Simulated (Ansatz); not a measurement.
```yaml
crystal:
  periodic: [false, false, false]
  atoms:
    - {symbol: Si, position_ang: [0.000000, 0.000000, 0.000000]}
    - {symbol: S, position_ang: [0.000000, 0.000000, 1.975129]}
    - {symbol: S, position_ang: [0.000000, 0.000000, -1.975129]}
basis:
  gaussian: {orbitals: def2-TZVP}
hamiltonian: {xc: pbe0}
relax: {f_tol: 0.004, max_steps: 80}
```

```sh
$ ansatz run in.yaml --threads 1 --pin off --events-out ev --progress --plain --max-ram 2176MiB
```

Steps of the relaxation (energy above the last step; positions in Å, forces in eV/Å):

```
3
step 1, 97.0 meV
Si    0.000    0.000    0.000    0.000    0.000    0.000
S     0.000    0.000    1.975    0.000    0.000   -1.629
S     0.000    0.000   -1.975    0.000    0.000    1.629
```

```
3
step 2, 7.7 meV
Si    0.000    0.000    0.000    0.000    0.000    0.000
S     0.000    0.000    1.903    0.000    0.000    0.515
S     0.000    0.000   -1.903    0.000    0.000   -0.515
```

```
3
step 3, 0.0 meV
Si    0.000    0.000    0.000    0.000    0.000    0.000
S     0.000    0.000    1.918    0.000    0.000   -0.002
S     0.000    0.000   -1.918    0.000    0.000    0.002
```

Close pairs at the end: Si1–S2 1.918 Å, Si1–S3 1.918 Å.

A stationary point of restricted PBE0 after 3 steps (its stability towards spin polarisation wasn't tested); no frequencies were run, so it isn't proven a minimum. 12 s on 1 thread of Arm Neoverse V1, shared host.
